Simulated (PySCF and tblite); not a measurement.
Values are calculated unless marked as measured or tabulated.
System: C₂H₆S₂, numbered as in [CH3:1][S:2][S:3][CH3:4].

For the rotation about the S2–S3 bond (torsion C1–S2–S3–C4 from -87° to 87°, rising): electronic barrier 9.23 kcal/mol, zero-point change 0.04 kcal/mol, thermal and entropy terms at 298.15 K a further 0.80 kcal/mol (symmetry numbers apart). The minimum is C2, the saddle C2v. The path came from a restrained scan, a climbing-image band and a saddle search at GFN2-xTB; energies are PBE0/pcSseg-1 + D3(BJ), IEF-PCM acetonitrile//PBE0-D3(BJ)/def2-SVP, thermal terms GFN2-xTB. Rates follow Eyring's equation with the number of equivalent paths and no tunnelling. Run with tblite and PySCF.

(1) How many equivalent paths lead out of the minimum?

(2) Work out the rate at 298.15 K.

Answers

(1) 1: the symmetry number of the minimum is 2, that of the saddle displaced along its mode 2.

(2) ΔG‡ = 10.07 kcal/mol; k_B T/h = 6.2×10¹² s⁻¹; exp(−ΔG‡/RT) = 4.2×10⁻⁸; times 1 gives k = 2.6×10⁵ s⁻¹. Wigner's tunnelling factor for the 144i cm⁻¹ mode would be 1.02.
